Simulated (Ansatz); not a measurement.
System: dimethylamine, C$_{2}$H$_{7}$N, net charge 0, singlet state. SMILES: CNC
Geometry: optimised at B3LYP-D3(BJ)/def2-TZVP (Ansatz, a quantum-chemistry and plane-wave program).

Property: size of the dipole moment, in D. Terms: 6-311+G** with 5d; six Cartesian d functions in 6-31G* and its kin unless marked 5d; dispersion terms only where a functional's name holds one; spin-orbit terms left out; non-relativistic; LANL2DZ all-electron up to Ne. Ab initio and DFT rows: single points at B3LYP-D3(BJ) geometries (Ansatz).

Measured values: NIST CCCBDB, as tabulated in the package chemicals; dipoles are vibrational averages. 

Value to compare with, the measured value: 1.03 D.

```json
[
 {"level": "PBE/STO-3G", "program": "Ansatz", "size of the dipole moment (D)": "1.12", "error": "0.09"},
 {"level": "PBE/3-21G", "program": "Ansatz", "size of the dipole moment (D)": "1.05", "error": "0.02"},
 {"level": "PBE/LANL2DZ", "program": "Ansatz", "size of the dipole moment (D)": "1.34", "error": "0.31"},
 {"level": "PBE/6-31G*", "program": "Ansatz", "size of the dipole moment (D)": "0.96", "error": "-0.07"},
 {"level": "PBE/def2-SVP", "program": "Ansatz", "size of the dipole moment (D)": "0.88", "error": "-0.15"},
 {"level": "PBE/6-311+G**", "program": "Ansatz", "size of the dipole moment (D)": "1.01", "error": "-0.02"}
]
```

Among the 6 habitual levels, PBE/LANL2DZ lies farthest from the measured value (0.31 D); 3 of 6 lie above it, and their mean absolute error is 0.11 D, the median 0.08. One case shows no general order.

The sets are all those run for this method; runs whose electronic state is in doubt are left out.
